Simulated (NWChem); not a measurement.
System: SiH₂, singlet; SMILES [SiH2]

NWChem input:

```
start job
memory heap 200 mb stack 900 mb global 1100 mb
geometry units angstroms noautoz
  Si     0.000000     0.000000     0.180908
  H      1.093423     0.000000    -0.889802
  H     -1.093423     0.000000    -0.889802
end
basis spherical
  Si library def2-tzvp
  H library def2-tzvp
end
dft
  xc xcamb88 1.00 lyp 0.81 vwn_5 0.19 hfexch 1.00
  cam 0.33 cam_alpha 0.19 cam_beta 0.46
  iterations 150
end
tddft
  cis
  nroots 6
  notriplet
end
task tddft energy
```

Parts of the log:

```
             Northwest Computational Chemistry Package (NWChem) 7.3.0
             --------------------------------------------------------

 C2V symmetry detected

                             Geometry "geometry" -> ""
                             -------------------------

 Output coordinates in angstroms (scale by  1.889725989 to convert to a.u.)

  No.       Tag          Charge          X              Y              Z
 ---- ---------------- ---------- -------------- -------------- --------------
    1 Si                  14.0000     0.00000000     0.00000000     0.13383875
    2 H                    1.0000     1.09342300     0.00000000    -0.93687125
    3 H                    1.0000    -1.09342300     0.00000000    -0.93687125

 Effective nuclear repulsion energy (a.u.)       9.9240098205

      Symmetry information
      --------------------

 Group name             C2v
 Group number             16
 Group order               4
 No. of unique centers     2

                                 NWChem DFT Module
                                 -----------------

 Summary of "ao basis" -> "ao basis" (spherical)
 ------------------------------------------------------------------------------
       Tag                 Description            Shells   Functions and Types
 ---------------- ------------------------------  ------  ---------------------
 Si                        def2-tzvp                13       37   5s5p2d1f
 H                         def2-tzvp                 4        6   3s1p

      Symmetry analysis of basis
      --------------------------

        a1         21
        a2          4
        b1         14
        b2         10

            General Information
            -------------------
          SCF calculation type: DFT
          Wavefunction type:  closed shell.
          No. of atoms     :     3
          No. of electrons :    16
           Alpha electrons :     8
            Beta electrons :     8
          Charge           :     0
          Spin multiplicity:     1
          Use of symmetry is: off; symmetry adaption is: on
          Maximum number of iterations: 150
          AO basis - number of functions:    49
                     number of shells:    21
          Convergence on energy requested:  1.00D-06
          Convergence on density requested:  1.00D-05
          Convergence on gradient requested:  5.00D-04

              XC Information
              --------------
                     Hartree-Fock (Exact) Exchange  1.000
                   CAM-Becke88 Exchange Functional  1.000
                      VWN V Correlation Functional  0.190 local
              Lee-Yang-Parr Correlation Functional  0.810

           Range-Separation Parameters
           ---------------------------
           Alpha           :  0.19
           Beta            :  0.46
           Gamma           :  0.33
           Short-Range HF  :     F

             Grid Information
             ----------------
          Grid used for XC integration:  medium
          Radial quadrature: Mura-Knowles
          Angular quadrature: Lebedev.
          Tag              B.-S. Rad. Rad. Pts. Rad. Cut. Ang. Pts.
          ---              ---------- --------- --------- ---------
          Si                  1.10       88           8.0       590
          H                   0.35       45           8.0       434
          Grid pruning is: on
          Number of quadrature shells:   178
          Spatial weights used:  Erf1

      Superposition of Atomic Density Guess
      -------------------------------------

 Sum of atomic energies:        -289.83502890

      Non-variational initial energy
      ------------------------------

 Total energy =    -289.785250
 1-e energy   =    -421.082013
 2-e energy   =     121.372753
 HOMO         =      -0.234584
 LUMO         =      -0.093900

      Symmetry analysis of molecular orbitals - initial
      -------------------------------------------------

  Numbering of irreducible representations:

     1 a1          2 a2          3 b1          4 b2

  Orbital symmetries:

[...]

                                NWChem TDDFT Module
                                -------------------

            General Information
            -------------------
           No. of orbitals :      98
            Alpha orbitals :      49
             Beta orbitals :      49
        Alpha frozen cores :       0
         Beta frozen cores :       0
     Alpha frozen virtuals :       0
      Beta frozen virtuals :       0
         Spin multiplicity :       1
    Number of AO functions :      49
        Use of symmetry is : off
      Symmetry adaption is : on
         Schwarz screening :  0.10D-07

              XC Information
              --------------
              Hartree-Fock (Exact) Exchange   1.00
            CAM-Becke88 Exchange Functional   1.00
               VWN V Correlation Functional   0.19 local
       Lee-Yang-Parr Correlation Functional   0.81
           Alpha           :  0.19
           Beta            :  0.46
           Gamma           :  0.33

             TDDFT Information
             -----------------
          Calculation type : Tamm-Dancoff TDDFT
         Wavefunction type : Restricted singlets
          No. of electrons :      16
           Alpha electrons :       8
            Beta electrons :       8
              No. of roots :       6
          Max subspacesize :    5200
            Max iterations :     100
               Target root :       1
           Target symmetry : none
      Symmetry restriction : off
                 Algorithm : Optimal
        Davidson threshold :  0.10D-03

    6 smallest eigenvalue differences (eV)
--------------------------------------------------------
  No. Spin  Occ  Vir  Irrep   E(Occ)    E(Vir)   E(Diff)
--------------------------------------------------------
    1    1    8    9 b2       -0.300    -0.073     6.183
    2    1    7    9 a2       -0.389    -0.073     8.606
    3    1    8   10 b1       -0.300     0.066     9.965
    4    1    8   11 a1       -0.300     0.100    10.893
    5    1    7   10 a1       -0.389     0.066    12.388
    6    1    7   11 b1       -0.389     0.100    13.316
--------------------------------------------------------

  Entering Davidson iterations
  Restricted singlet excited states

  Iter   NTrls   NConv    DeltaV     DeltaE      Time
  ----  ------  ------  ---------  ---------  ---------
    1      6       0     0.84E-01   0.10+100        2.1
    2     12       0     0.34E-01   0.18E-01        2.0
    3     18       0     0.11E-01   0.16E-02        1.9
    4     24       0     0.35E-02   0.73E-04        2.0
    5     30       2     0.85E-02   0.85E-04        2.4
    6     34       5     0.90E-01   0.38E-02        2.6
    7     35       5     0.11E-01   0.31E-02        2.3
    8     36       5     0.22E-02   0.78E-04        1.5
    9     37       5     0.31E-03   0.16E-05        1.7
   10     38       6     0.48E-04   0.22E-07        1.7
  ----  ------  ------  ---------  ---------  ---------
  Convergence criterion met

  Ground state a1       -290.618789340133 a.u.

  ----------------------------------------------------------------------------
  Root   1 singlet b2             0.090530064 a.u.                2.4634 eV
  ----------------------------------------------------------------------------
     Transition Moments    X -0.00000   Y  0.62015   Z  0.00000
     Dipole Oscillator Strength                    0.0232114293
     Electric Quadrupole                           0.0000000190
     Magnetic Dipole                               0.0000014715
     Total Oscillator Strength                     0.0232129198

     Occ.    6  a1  ---  Virt.    9  b2       0.08635
     Occ.    8  a1  ---  Virt.    9  b2      -0.98984
     Occ.    8  a1  ---  Virt.   18  b2       0.08279
  ----------------------------------------------------------------------------
  Root   2 singlet a2             0.162714176 a.u.                4.4277 eV
  ----------------------------------------------------------------------------
     Transition Moments    X  0.00000   Y -0.00000   Z -0.00000
     Dipole Oscillator Strength                    0.0000000000
     Electric Quadrupole                           0.0000000675
     Magnetic Dipole                               0.0000021773
     Total Oscillator Strength                     0.0000022448

     Occ.    7  b1  ---  Virt.    9  b2      -0.99648
     Occ.    7  b1  ---  Virt.   14  b2      -0.07107
  ----------------------------------------------------------------------------
  Root   3 singlet b1             0.261397671 a.u.                7.1130 eV
  ----------------------------------------------------------------------------
     Transition Moments    X  1.29455   Y -0.00000   Z -0.00000
     Dipole Oscillator Strength                    0.2920420940
     Electric Quadrupole                           0.0000001116
     Magnetic Dipole                               0.0000024398
     Total Oscillator Strength                     0.2920446453

     Occ.    7  b1  ---  Virt.   11  a1      -0.21137
     Occ.    7  b1  ---  Virt.   12  a1       0.06318
     Occ.    7  b1  ---  Virt.   15  a1      -0.13566
     Occ.    7  b1  ---  Virt.   16  a1      -0.06629
     Occ.    8  a1  ---  Virt.   10  b1      -0.96051
  ----------------------------------------------------------------------------
  Root   4 singlet a1             0.271995600 a.u.                7.4014 eV
  ----------------------------------------------------------------------------
     Transition Moments    X  0.00000   Y -0.00000   Z -1.10246
     Dipole Oscillator Strength                    0.2203912438
     Electric Quadrupole                           0.0000002618
     Magnetic Dipole                               0.0000000000
     Total Oscillator Strength                     0.2203915056

[...]
```

Level: CAM-B3LYP/def2-TZVP, TDA. Low-valent species are run as closed-shell singlets; no triplet was tried in these runs. Geometry: optimised at B3LYP/6-31G* (spherical d).
